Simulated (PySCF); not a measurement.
SiH2, SMILES [SiH2] (connectivity only; charge and spin as stated), neutral, multiplicity 1. Atoms are numbered in the order given.

```xyz
3

Si     0.0000     0.0000     0.1354
H      0.0000    -1.0928    -0.9477
H      0.0000     1.0928    -0.9477
```

Geometry optimised at PBE-D3(BJ)/def2-TZVPD. The isomer is the one that the SMILES or the coordinates give; other isomers of the formula were not compared.

Computed with PySCF with PBE/pcSseg-2.

GIAO shieldings, no solvent; atoms alike by connectivity are averaged. δ = σ(ref) − σ: ²⁹Si against TMS (σ = 324.1 ppm); ¹H against TMS (σ = 31.47 ppm), references at their B3LYP-D3(BJ)/def2-TZVP geometries, non-relativistic.

Computed chemical shifts:
```
nucleus   atoms  count  δ (ppm)
-------  ------  -----  -------
²⁹Si        Si1      1    850.1
¹H       H2, H3      2    15.22
```
